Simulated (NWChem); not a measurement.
System: propene (C3H6); SMILES C(=C)C

All runs: NWChem. Geometry: optimised at PBE-D3(BJ)/def2-SVP. Gas-phase geometry, NWChem's default radii.

COSMO at PBE/def2-SVP gives an electrostatic solvation energy of -0.73 kcal/mol for ε = 2.4. Its surface charges are scaled by f = (ε − 1)/ε.

### Question
Estimate the value for ε = 46.7 from the scaling alone and compare it with a run.

### Answer

1. f = 0.5833 and 0.9786; their ratio is 1.678.
2. With a rigid solute density the energy is proportional to f: -0.73 × 1.678 = -1.22 kcal/mol.
3. The run gives -1.27 kcal/mol, 0.05 lower; the difference is the response of the solute's density to the stronger field.
